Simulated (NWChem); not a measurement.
# CHO cation

```xyz
3

C      0.0000     0.0000    -0.5086
O      0.0000     0.0000     0.5958
H      0.0000     0.0000    -1.6198
```
Atoms are numbered in this order, from 1.

The geometry was optimised at PBE0/def2-SVP.

Task: List the 4 lowest vertical singlet excitations and the 4 lowest triplet ones from PBE/6-31G* (spherical d), full TDDFT (NWChem).

Result: 
```
state  energy (eV)  oscillator strength  leading excitation (squared amplitude)
-----  -----------  -------------------  --------------------------------------
S1            9.84                0.000                  HOMO−1 → LUMO+1 (0.50)
S2           10.23                0.000                    HOMO−1 → LUMO (0.50)
S3           10.23                0.000                  HOMO−1 → LUMO+1 (0.50)
S4           11.36                0.004                    HOMO−2 → LUMO (0.98)
T1            7.59       spin-forbidden                    HOMO−1 → LUMO (0.51)
T2            8.47       spin-forbidden                  HOMO−1 → LUMO+1 (0.50)
T3            8.47       spin-forbidden                    HOMO−1 → LUMO (0.50)
T4            9.84       spin-forbidden                  HOMO−1 → LUMO+1 (0.50)
```
